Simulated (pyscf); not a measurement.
H₃Si–O–Ga [singlet] + hydrogen chloride (HCl) -> Cl–Ga [singlet] + silanol (HO–SiH₃) (four-centre exchange; singlet surface; Ga–O, Cl–H broken, Cl–Ga, H–O formed). Optimised with ωB97X-D3(BJ)/def2-SVP in PySCF. Correlated levels are frozen-core, on RHF or UHF. ΔMP2 is the change of the MP2 total energy from the triple- to the quadruple-zeta basis. Energies in kcal/mol from the separated reactants.

```
level                             barrier  reaction energy
--------------------------------  -------  ---------------
r²SCAN/def2-TZVP                     -5.5            -10.2
PBE0-D3(BJ)/def2-TZVP                -5.7            -11.2
M06-2X/def2-TZVP                        …            -10.2
ωB97M-D3(BJ)/def2-TZVP               -2.4            -10.1
CCSD/def2-TZVPP                       1.0             -8.9
CCSD(T)/def2-TZVPP                   -1.1             -8.6
CCSD(T)/def2-TZVPP + ΔMP2(QZVPP)        …                …
```

Task: Fill in the missing entries.

Result: 
- M06-2X/def2-TZVP, barrier: -3.7
- CCSD(T)/def2-TZVPP + ΔMP2(QZVPP), barrier: -1.7
- CCSD(T)/def2-TZVPP + ΔMP2(QZVPP), reaction energy: -9.3

On the reactant side the descent ends in a complex, 6.6 kcal/mol under the separated species and 2.1 kcal/mol under the saddle at ωB97X-D3(BJ)/def2-TZVP. On the product side the descent ends in a bound adduct, 10.0 kcal/mol under the separated species and 16.9 kcal/mol under the saddle at ωB97X-D3(BJ)/def2-TZVP. At r²SCAN, PBE0-D3(BJ), M06-2X, ωB97M-D3(BJ)/def2-TZVP, CCSD(T), CCSD(T) the saddle lies under the separated reactants, which points to a path from their complex (located at ωB97X-D3(BJ) alone). At ωB97X-D3(BJ)/def2-TZVP the barrier from the zero used here is -4.6 kcal/mol. This is the saddle that the search found; another between the same sides may lie lower. The CCSD(T) − MP2 part came from Ansatz, without density fitting, on the same reference. The frozen core leaves the outer d or s,p core shells of the metals and heavy elements correlated in the MP2 and CC values, and def2-TZVPP describes them poorly, which can shift differences by a few kcal/mol. Elements up to Kr have no core potential and no relativistic terms here.
